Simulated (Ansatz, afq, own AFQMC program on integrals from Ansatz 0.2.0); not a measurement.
## WSiH$_{2}$, septet: AFQMC among the cluster methods

```xyz
4

W     0.0000    0.0000    0.2891
Si    0.0000    0.0000   -1.7089
H     0.0000   -1.2230   -2.5588
H     0.0000    1.2230   -2.5588
```

Connectivity, by distances: W–SiH2.

Basis def2-SVP with its core potentials. Noble-gas cores (and the filled d shells of Ga–Kr and In–Xe) are frozen. Ansatz 0.2.0 and our own AFQMC program on the same integrals; the CISD trial comes from CCSD amplitudes, and released means the phaseless constraint is let go. ± is one standard error of the sampling. No spin–orbit coupling. The metal's outer-core s and p shells are frozen, which shifts wave-function levels against functionals.

Determinant: UHF, the one that the program's search chose, which needn't be the lowest solution. The geometry is a point of a scan.

No full CI on the walks' own integrals is used here; CCSDT(Q) serves as the reference and is uncertain by about the last step of the cluster series.

Cautions: no spin-orbit coupling; outer-core shells of the metal frozen; lower spins were not checked; higher spins were not checked; the released energies have errors that jump between times, so the bars are unsure, so no released level is given (meV from the phaseless value at times in 1/Eh: 5999 ± 6003 at 0.60, -7.0 ± 2.3 at 1.20, -13 ± 3 at 2.00, -13 ± 3 at 3.00, -18 ± 6 at 4.20), though the last usable value meets CCSDT(Q) within the noise.

```
T1 diagnostic                               : 0.0201
weight of the determinant in the CISD state : 0.879
⟨S²⟩ of the determinant                     : 12.014
size of the correlated space                : 12 electrons in 51 orbitals
```

```tsv
level	correlation energy (eV)
MP2	-4.7977
CCSD	-5.5200
CCSD(T)	-5.6933
```

Estimate where phaseless AFQMC with the Hartree–Fock trial lies against CCSD(T) on the same integrals.

0.01 ± 0.94 mEh below CCSD(T). The gap is under twice the noise, so this walk alone can't tell the two apart.

Reference: CCSDT(Q), correlation energy -5.734 eV.

```json
{"level": "CCSD(T)", "E − E(reference) (mEh)": "1.48", "share of correlation (%)": "99.30"}
{"level": "CCSDT", "E − E(reference) (mEh)": "0.39", "share of correlation (%)": "99.81"}
{"level": "ph-AFQMC/HF", "E − E(reference) (mEh)": "1.47 ± 0.94", "share of correlation (%)": "99.30"}
{"level": "ph-AFQMC/CISD", "E − E(reference) (mEh)": "0.58 ± 0.17", "share of correlation (%)": "99.73"}
```

A walk keeps the symmetry of its determinant, which the program's search chose and which needn't be the lowest solution, so a lower state of the same spin and another symmetry isn't excluded.
